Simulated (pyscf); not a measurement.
Optimised with ωB97X-D3(BJ)/def2-SVP in PySCF.

Question: Estimate the classical barrier height and the reaction energy of `[O]=[Mo](=[O])([F])[F]` + `[H][H]` → `[O]=[MoH](=[O])[F]` + `[FH]` at ωB97M-D3(BJ)/def2-TZVP. The step runs on the singlet surface, breaks F–Mo, H–H and forms H–Mo, F–H; take the separated reactants as zero.

Answer: ΔE‡ = 1.44 eV, ΔE = +1.06 eV. Zero-point energy shifts the barrier by +0.12 eV. It is a four-centre exchange, with an imaginary mode of 936i cm⁻¹. On the product side the descent ends in a complex (not fully relaxed), 0.30 eV under the separated species and 0.60 eV under the saddle at ωB97X-D3(BJ)/def2-TZVP. This is the saddle that the search found; another between the same sides may lie lower. Elements past Kr carry the def2 core potentials, without spin-orbit coupling.
